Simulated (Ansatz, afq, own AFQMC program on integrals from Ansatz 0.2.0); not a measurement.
## Where AFQMC and coupled cluster stand for AlBH2, singlet

```yaml
atoms:
  - { symbol: B, position_ang: [0.0000, 0.0000, 1.4848] }
  - { symbol: Al, position_ang: [0.0000, 0.0000, -0.7557] }
  - { symbol: H, position_ang: [0.0000, 1.0050, 2.1514] }
  - { symbol: H, position_ang: [0.0000, -1.0050, 2.1514] }
```

Connectivity, by distances: BH2–Al.

Basis 6-31G. Only valence electrons are correlated. AFQMC by an in-house program on the Cholesky factors that Ansatz 0.2.0 writes for its CCSD(T) run. The CISD trial takes its coefficients from CCSD amplitudes. Released means that phaseless walkers are propagated on without the constraint, phases kept. Free projection: walkers drawn from exp(T), propagated without any constraint. Its projection time is finite, and what remains of the start isn't in its error. ± is one standard error of the sampling.

Determinant: RHF, the one that the program's search chose, which needn't be the lowest solution. The geometry is a PBE0/def2-TZVP stationary point of this or a neighbouring charge and spin state.

Full CI on the same integrals is exact in this basis and with this determinant's frozen core.

Cautions: restricted determinant unstable towards unrestricted (UHF 113 meV lower, ⟨S²⟩ 0.53); the ph-AFQMC/CISD walk drifts between its halves (2.2 errors).

```
T1 diagnostic                               : 0.0121
weight of the determinant in the CISD state : 0.897
size of the correlated space                : 8 electrons in 20 orbitals
```

| level | correlation energy (eV) |
| --- | --- |
| MP2 | -2.0626 |
| CCSD | -2.8433 |
| CCSD(T) | -2.8908 |

Problem. Estimate where full CI lies against CCSD(T) on the same integrals.

Solution. 1.8 kJ/mol below CCSD(T).

Reference: full CI, correlation energy -2.910 eV. The released energy is read at 2.40 1/Eh (meV from the phaseless value at times in 1/Eh: -5 ± 5 at 0.24, -7 ± 6 at 0.51, -9 ± 4 at 0.99, -14 ± 5 at 1.62, -7 ± 4 at 2.40).

```json
{"level": "CCSD(T)", "E − E(reference) (kJ/mol)": "1.8", "share of correlation (%)": "99.35"}
{"level": "CCSDT", "E − E(reference) (kJ/mol)": "0.4", "share of correlation (%)": "99.85"}
{"level": "CCSDT(Q)", "E − E(reference) (kJ/mol)": "0.1", "share of correlation (%)": "99.96"}
{"level": "CCSDTQ", "E − E(reference) (kJ/mol)": "0.0", "share of correlation (%)": "99.99"}
{"level": "ph-AFQMC/CISD", "E − E(reference) (kJ/mol)": "0.8 ± 0.4", "share of correlation (%)": "99.72"}
{"level": "released AFQMC", "E − E(reference) (kJ/mol)": "0.1 ± 0.4", "share of correlation (%)": "99.97"}
{"level": "free AFQMC", "E − E(reference) (kJ/mol)": "-0.2 ± 0.4", "share of correlation (%)": "100.06"}
```

CCSDT and higher add their correlation energy to the determinant of the CCSD(T) run, since their own runs factorise the integrals more tightly (a shift of under 2 meV). Free projections are given only where their last times agree within the noise and don't stop above the reference; a slow remainder of the start can still hide under it. A walk keeps the symmetry of its determinant, which the program's search chose and which needn't be the lowest solution, so a lower state of the same spin and another symmetry isn't excluded. Released energies are given only where the last usable release times agree within the noise; a slower fall can still hide under it.
